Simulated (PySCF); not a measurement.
How methods differ on the ionisation energy of C

C [He] 2s2 2p2 (3P) → C⁺ [He] 2s2 2p1 (2P), as a difference of total energies. All numbers are calculated (PySCF 2.14, scalar relativity by spin-free X2C-1e, in cc-pVTZ-DK). Correlated levels: valence: 1s2 frozen. The calculations carry no spin-orbit coupling.

| method | ionisation energy (eV) | error (eV) |
| --- | --- | --- |
| UHF | 10.794 | -0.468 |
| MN15 | 11.311 | +0.049 |
| B3LYP | 11.528 | +0.266 |
| MP2 (valence) | 11.235 | -0.027 |
| SCS-MP2 (valence) | 11.107 | -0.155 |
| CCSD (valence) | 11.138 | -0.124 |
| CCSD(T) (valence) | 11.162 | -0.100 |

Reference: 11.262 eV (measured; NIST levels, between the centres of gravity of the two terms).

Errors of the correlated levels include the incompleteness of this basis and the frozen core.
